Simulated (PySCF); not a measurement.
Consider 2-hexyne, `CC#CCCC` (C6H10). Atom numbers as in the mapped SMILES `[CH3:1][C:2]#[C:3][CH2:4][CH2:5][CH3:6]`.

Energies: ωB97X-D3(BJ)/ma-def2-TZVP (PySCF, density fitting, integration grid level 2) on PBE0-D3(BJ)/def2-SVP structures. ωB97X-D3(BJ) is ωB97X-V with D3(BJ) in place of VV10. Thermal corrections: PBE0-D3(BJ)/def2-SVP frequencies, unscaled, ideal gas at 298.15 K and 1 bar, quasi-RRHO entropy.

(1) What are the vertical and the adiabatic ionisation energy for forming the radical cation?

(2) Where does the unpaired spin of the relaxed radical cation sit?

(3) What oxidation potential follows in DMF (IEF-PCM), given that Fc+/Fc comes at 4.54 V absolute with this functional and basis?

(4) How far is −ε(HOMO) from the vertical value by ΔSCF?

## Answers

(1) 9.35 eV vertical and 9.11 eV adiabatic, the latter with zero-point energy.

(2) C2 (alkyne carbon) 0.44, C3 (alkyne carbon) 0.37 (intrinsic atomic orbital populations).

(3) In the gas phase ΔG of oxidation is 9.087 eV, and solvation is -12.3 kJ/mol for the parent and -224.3 kJ/mol for the product, so the absolute potential is 6.89 V, or 2.35 V against Fc+/Fc. Fc+/Fc in DMF, 4.54 V, is ωB97X-D3(BJ)/ma-def2-TZVP on PBE0-D3(BJ)/def2-SVP structures with GFN2-xTB thermal terms. Benchmark calculations put it near 5.0 V in acetonitrile and DMSO, so it is about 0.5 V low, and the value against it can read up to that much too high. The solvent is electrostatics only, on gas-phase structures; the absolute scale refers to an electron at rest in vacuum.

(4) −ε(HOMO) = 9.47 eV, which is 0.12 eV above the ΔSCF value.
